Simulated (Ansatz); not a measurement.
Compare A (`C=C(O)CC=O`) with its isomer B (`C=C(C)C(=O)O`).

Calculated with Ansatz (gas phase, PBE0-D4/def2-TZVP geometries, no zero-point term in ΔE). CCSD(T)/CBS is the MP2 limit (def2-TZVPP, def2-QZVPP) plus CCSD(T) − MP2 in def2-TZVPP, frozen cores. Functionals use def2-TZVPP. B3LYP here is the variant with VWN-RPA as its local correlation; programs differ in this. One conformer a species, not always the lowest.

(1) Which isomer does CCSD(T)/CBS put lower? Give the gap. (An estimate is asked.)

(2) Give E(B) − E(A) in kcal/mol with PBE0-D4, MP2/def2-TZVPP, CCSD(T)/def2-TZVPP, HF/def2-TZVPP, ωB97M-V, B3LYP-D4, B2PLYP. (Best estimate.)

Largest T1 diagnostic: 0.014.

Results:

(1) Computed: B, by 22.7 kcal/mol.

(2) Computed: PBE0-D4 -23.3, MP2/def2-TZVPP -23.7, CCSD(T)/def2-TZVPP -22.8, HF/def2-TZVPP -22.4, ωB97M-V -22.9, B3LYP-D4 -22.9, B2PLYP -23.0. None reverses the order clearly.
